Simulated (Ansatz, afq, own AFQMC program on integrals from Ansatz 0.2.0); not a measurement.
Two steps: Ansatz 0.2.0 writes the Fock matrix and Cholesky factors of the valence space, and afq projects on them the lowest state that overlaps trial and start.

```yaml
crystal:
  periodic: [false, false, false]
  atoms:
    - {symbol: Al, position_ang: [0.000000, 0.014677, 0.920209]}
    - {symbol: C, position_ang: [0.000000, 0.563531, -0.874290]}
    - {symbol: B, position_ang: [0.000000, -0.811856, -1.193766]}
    - {symbol: H, position_ang: [0.000000, 1.599887, -1.410810]}
basis:
  gaussian: {orbitals: cc-pVDZ}
magnetization: {spin_polarized: false, initial_magnetization: 3}
correlation: {method: ccsd_t, electrons: outside_noble_gas, hamiltonian_folder: ham}
```

```sh
$ ansatz run in.yaml --threads 1 --pin off --events-out ev --progress --plain --max-ram 1382MiB
```

afq runs on the folder ham with

```
--method phaseless --trial cisd --walkers 60 --populations 1 --least-time 40 --time-step 0.005 --steps-per-block 50 --equilibration-blocks 28 --max-blocks 300 --target-error 0.0004 --factor-cut 1e-05 --start spin_pure --seed 357 --release-times 0.24,0.51,0.99,1.62,2.4 --release-step 0.03 --release-every 4 --taylor-order 6
```

Times are imaginary, in 1/Eh. The walk had a cap of 2083 s.

Log:

```
orbitals 44  electrons 7 4  factors 356 of 492
reference energy -304.86980759 Eh
CCSD correlation -0.25156897 Eh in 13 cycles, weight of the determinant in the CISD state 0.8449
energy of the start -305.121377 Eh
 block  time / (1/Eh)  mean weight  energy / Eh
     1     0.250  0.9999  -305.117270
     2     0.500  0.9991  -305.119489
     3     0.750  1.0006  -305.122718
     4     1.000  1.0019  -305.122929
     5     1.250  0.9983  -305.122232
     9     2.250  1.0005  -305.125307
    33     8.250  1.0003  -305.129030
    65    16.250  1.0019  -305.136307
    97    24.250  0.9994  -305.135432
   129    32.250  1.0000  -305.141929
   161    40.250  1.0011  -305.139155
   169    42.250  0.9975  -305.148512
   193    48.250  0.9980  -305.134600
   225    56.250  0.9973  -305.147961
   257    64.250  1.0006  -305.139111
   289    72.250  0.9983  -305.135582
   305    76.250  1.0021  -305.127769
   321    80.250  1.0005  -305.128581
blocks merged  error / Eh  count
     1  0.000367  300
     2  0.000465  150
     4  0.000564  75
     8  0.000609  37
    16  0.000656  18
    32  0.000403  9
released: time / (1/Eh)  energy / Eh  error  mean overlap
  0.24  -305.136000  0.000631  0.9974
  0.51  -305.137192  0.000673  0.9851
  0.99  -305.138365  0.000779  0.9875
  1.62  -305.137656  0.000857  0.9953
  2.40  -305.137133  0.001197  0.9963
energy -305.135730 +/- 0.000656 Eh
(rows thinned)
```

The run passed its tests (sampling time, drift between the halves within three errors, error under three times the target), which doesn't prove that it has relaxed. The second half of the sampling lies above the first by 1.7 errors of their difference, so the energy may still be moving and its error bar be too small.

Against this walk (error 17.8 meV) on the same determinant: CCSD(T) 10.6 meV higher (within the noise), CCSDT(Q) 58.8 meV lower. The error is statistical and leaves out the bias of the constraint. Released to 2.40 1/Eh the energy moves by -38 ± 37 meV (both errors), within twice the noise. CCSDT(Q) is the surest value here, so the walk's 59 meV above it is most likely the bias of the constraint with this trial, which can have either sign.

Cautions: constraint bias not in the error; error above the target (17.8 against 10.9 meV); lower spins were not checked; a spin-contaminated unrestricted determinant lies lower (UHF 166 meV lower, ⟨S²⟩ 3.83).

The walk took 8.3 min on 1 thread of Intel(R) Xeon(R) 6975P-C (Granite Rapids), on a shared host. The log's last line is the phaseless energy.

CCSDT and higher add their correlation energy to the determinant of the CCSD(T) run, since their own runs factorise the integrals more tightly (a shift of under 2 meV). A walk keeps the symmetry of its determinant, which the program's search chose and which needn't be the lowest solution, so a lower state of the same spin and another symmetry isn't excluded.
